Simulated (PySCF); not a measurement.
Work out the structure from these simulated measurements.

Formula: C2H3NO.

| Property | Result |
| --- | --- |
| Polarisability | 37.2 au [PBE0/def2-SVPD] |
| UV, strongest line | among the 8 lowest singlet transitions: S4 at 6.99 eV (177 nm, f = 0.112) [TDDFT PBE0/def2-SVPD] |
| 1H NMR | chemical shifts (computed TMS as zero) by class: 9.31 (1 H), 7.67 (1 H), 7.38 (1 H) ppm [GIAO PBE0/pcSseg-1] |
| 13C NMR | chemical shifts (computed TMS as zero) by class: 165.1 (1 C), 146.4 (1 C) ppm [GIAO PBE0/pcSseg-1] |
| Dipole | 4.01 D [PBE0/def2-SVPD] |
| UV, first state | lowest singlet excitation: 4.39 eV (282 nm, f = 0.001) [TDDFT PBE0/def2-SVPD] |
| Triplet | lowest triplet excitation (Tamm–Dancoff): 3.86 eV [TDA PBE0/def2-SVPD] |
| Rotational structure | rotational constants A, B, C: 43.631, 5.201, 4.938 GHz [GFN2-xTB] |

Electronic properties: PySCF, gas phase, density fitting. Levels stand in brackets. The structure is a single GFN2-xTB conformer in the gas phase; no vibrational or solvent corrections. NMR values are class means; diastereotopic atoms form classes of their own.

**Question.** Propose a structure and show how it fits.

**Answer.** Numbering: `[CH2:1]=[N:2][CH:3]=[O:4]`. Its formula, C2H3NO, gives 2 degrees of unsaturation: 0 rings and 2 π bonds in the structure found. 2 carbons fall into 2 classes; from least to most shielded: carbonyl carbon [C3] (165.1 ppm), imine carbon [C1] (146.4 ppm). Hydrogen classes from least to most shielded: 1 H on a carbonyl carbon, C3 (9.31 ppm), 1 H on an imine carbon, C1 (7.67 ppm), 1 H on an imine carbon, C1 (7.38 ppm). S1 is mainly HOMO→LUMO (weight 0.86); the largest Löwdin shares of the orbital it empties are 0.52 on the carbonyl oxygen, 0.20 on the imine nitrogen, 0.12 on the carbonyl carbon and 0.06 on the formyl hydrogen, of the orbital it fills 0.41 on the imine carbon, 0.35 on the imine nitrogen and 0.07 on each of 2 atoms of one kind (hydrogen on a C=N carbon). The optimised geometry has point group C1 and is an asymmetric top. Structure: `C=NC=O`. Computed isomers that give other values at the same levels: `[H]/N=C\C=O` (13C chemical shifts (computed TMS as zero) by class: 193.1 (1 C), 172.9 (1 C) ppm). The assignments are read from this structure; whether some other isomer fits the data as well wasn't checked.

Shape of the structure used: `[CH2:1]=[N:2][CH:3]=[O:4]`: C1–N2–C3–O4 -89°.
